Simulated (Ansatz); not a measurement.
Geometry optimisation, UKS revPBE-D4/cc-pVDZ (Ansatz 0.2.0).

The input (input.yaml):

```yaml
crystal:
  periodic: [false, false, false]
  atoms:
    - { symbol: Al, position_ang: [0.004385, 0.0, -0.083156] }
    - { symbol: H, position_ang: [0.115455, 0.0, 1.488295] }
    - { symbol: Cl, position_ang: [1.866074, 0.0, -1.138807] }
    - { symbol: H, position_ang: [-1.363568, 0.0, -0.905781] }
    - { symbol: F, position_ang: [-0.042146, 0.0, 3.584449] }
magnetization:
  spin_polarized: true
  initial_magnetization: 1
basis:
  gaussian: { orbitals: cc-pVDZ }
hamiltonian:
  xc: revpbe
  dispersion: d4
relax:
  f_tol: 0.03
  max_steps: 50
```

Launched with:

```bash
$ ansatz run input.yaml --threads 1 --pin off --max-ram 2048MiB --backend cpu --events-out ev --progress --plain --runs-dir out
```

Task: Where does it end, and by what steps?

Result: It converged. The force dipped under the threshold on the way, but the program's further checks kept it going. After 18 steps the energy has fallen by 2.053 eV; F5 moved furthest, 1.23 Å. Parted: Al1–H2 (1.58 → 2.73 Å). Joined: H2–F5 (2.10 → 0.94 Å).

```json
{"step": "0", "energy less start (eV)": "0.0000", "largest force component (eV/Å)": "1.055", "accepted": "yes"}
{"step": "1", "energy less start (eV)": "-0.1758", "largest force component (eV/Å)": "1.060", "accepted": "yes"}
{"step": "2", "energy less start (eV)": "-0.5253", "largest force component (eV/Å)": "1.491", "accepted": "yes"}
{"step": "3", "energy less start (eV)": "-0.8020", "largest force component (eV/Å)": "2.066", "accepted": "yes"}
{"step": "4", "energy less start (eV)": "-1.2442", "largest force component (eV/Å)": "2.797", "accepted": "yes"}
{"step": "5", "energy less start (eV)": "-1.3992", "largest force component (eV/Å)": "4.658", "accepted": "yes"}
{"step": "6", "energy less start (eV)": "-1.6267", "largest force component (eV/Å)": "1.875", "accepted": "yes"}
{"step": "7", "energy less start (eV)": "-1.9396", "largest force component (eV/Å)": "0.393", "accepted": "yes"}
{"step": "8", "energy less start (eV)": "-2.0058", "largest force component (eV/Å)": "0.219", "accepted": "yes"}
{"step": "9", "energy less start (eV)": "-2.0335", "largest force component (eV/Å)": "0.119", "accepted": "yes"}
{"step": "10", "energy less start (eV)": "-2.0392", "largest force component (eV/Å)": "0.568", "accepted": "yes"}
{"step": "11", "energy less start (eV)": "-2.0077", "largest force component (eV/Å)": "1.767", "accepted": "no"}
{"step": "12", "energy less start (eV)": "-2.0493", "largest force component (eV/Å)": "0.046", "accepted": "yes"}
{"step": "13", "energy less start (eV)": "-2.0362", "largest force component (eV/Å)": "1.144", "accepted": "no"}
{"step": "14", "energy less start (eV)": "-2.0518", "largest force component (eV/Å)": "0.058", "accepted": "yes"}
{"step": "15", "energy less start (eV)": "-2.0528", "largest force component (eV/Å)": "0.020", "accepted": "yes"}
{"step": "16", "energy less start (eV)": "-2.0519", "largest force component (eV/Å)": "0.331", "accepted": "no"}
{"step": "17", "energy less start (eV)": "-2.0530", "largest force component (eV/Å)": "0.116", "accepted": "yes"}
{"step": "18", "energy less start (eV)": "-2.0532", "largest force component (eV/Å)": "0.010", "accepted": "yes"}
```

```xyz
5
Properties=species:S:1:pos:R:3
Al 0.342 0.000 -0.034
H 0.325 0.000 2.698
Cl 1.724 0.000 -1.726
H -1.217 0.000 -0.478
F -0.594 0.000 2.484
```

Run time: 58 s on 1 thread of Arm Neoverse V2, on a shared host, peak memory 0.16 GiB.
